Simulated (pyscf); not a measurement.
**Addition across a multiple bond or ene-type step: HB=O + SiH₄ → H₂B–O–SiH₃**

Gas phase, singlet surface, charge 0. Bonds broken: Si4–H5. Bonds formed: B1–H5, O2–Si4. Optimised with ωB97X-D3(BJ)/def2-SVP in PySCF. MP2 and CC: frozen core, UHF for open shells. ΔMP2 is the change of the MP2 total energy from the triple- to the quadruple-zeta basis.

Transition state (Å):

```xyz
8

B      1.3920    -0.5442     0.2232
O      0.5624    -0.1273    -0.6253
H      2.5419    -0.8415     0.4209
Si    -0.7420    -0.3450     1.0735
H      0.7510    -0.7790     1.5081
H     -0.9492     1.1146     0.9358
H     -1.2159    -0.6489     2.4753
H     -1.4554    -1.3345     0.2341
```

One imaginary mode, 401i cm⁻¹; descent along it reached the two sides named.

| bond | change | reactant side (Å) | saddle | product side |
|---|---|---|---|---|
| Si4–H5 | breaks | 1.489 | 1.614 | 3.1 |
| B1–H5 | forms | 4.1 | 1.455 | 1.217 |
| O2–Si4 | forms | 3.1 | 2.153 | 1.684 |

Electronic energies relative to the separated reactants (kJ/mol):

```csv
level,barrier,reaction energy,reverse barrier
ωB97X-D3(BJ)/def2-TZVP,66.6,-132.7,199.3
PBE/def2-TZVP,62.3,-107.7,170.1
r²SCAN/def2-TZVP,60.6,-125.8,186.4
B3LYP-D3(BJ)/def2-TZVP,79.0,-120.4,199.3
PBE0-D3(BJ)/def2-TZVP,57.5,-130.2,187.8
M06-2X/def2-TZVP,67.5,-142.0,209.4
ωB97M-D3(BJ)/def2-TZVP,73.8,-121.2,195.0
HF/def2-TZVP,118.2,-137.1,255.3
MP2/def2-QZVPP,77.7,-120.8,198.5
CCSD/def2-TZVPP,85.7,-124.1,209.9
CCSD(T)/def2-TZVPP,81.0,-119.2,200.2
CCSD(T)/def2-TZVPP + ΔMP2(QZVPP),78.8,-121.3,200.2
```

With CCSD(T)/def2-TZVPP + ΔMP2(QZVPP) energies and thermal terms (ideal gas, 1 atm, RRHO with modes under 100 cm⁻¹ raised to 100, one conformer, R ln 2 for rigid chiral ones), in kJ/mol:

```
T (K)   ΔH‡    ΔG‡      ΔH     ΔG
-----  ----  -----  ------  -----
298    82.1  120.9  -111.2  -76.6
600    81.1  160.7  -110.5  -41.7
900    81.7  200.4  -108.0   -7.8
1200   82.8  239.8  -104.8  +25.2
```

At the saddle there is also a short B–Si contact that neither side keeps. This is the saddle that the search found; another between the same sides may lie lower. The CCSD(T) − MP2 part came from Ansatz, without density fitting, on the same reference.
